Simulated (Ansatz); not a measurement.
HfO2 (P2₁/c, No. 14) was calculated with PBE-D3(BJ) in Ansatz (PAW).

Run with plane-wave cutoff 500 eV, 8×8×8 k mesh, Fermi–Dirac smearing 0.05 eV, scalar-relativistic PAW data made under PBE.

Computed at the level's own relaxed cell.

**Question.** Give the computed equilibrium volume per atom and band gap.

**Answer.** 
- equilibrium volume per atom: 11.63 Å³/atom
- band gap: 4.04 eV (on the SCF k mesh)

Measured, for comparison: band gap 5.7 eV (temperature not stated, no zero-point or thermal correction, our sources range from 5.70 to 5.84; as tabulated in Choudhary et al. (2018), arXiv:1804.01032).

Note: the relaxation could not lower the start's symmetry, so the cell can be a saddle point above a distorted one.

Spin–orbit coupling is not included.

Ansatz is an electronic-structure program.
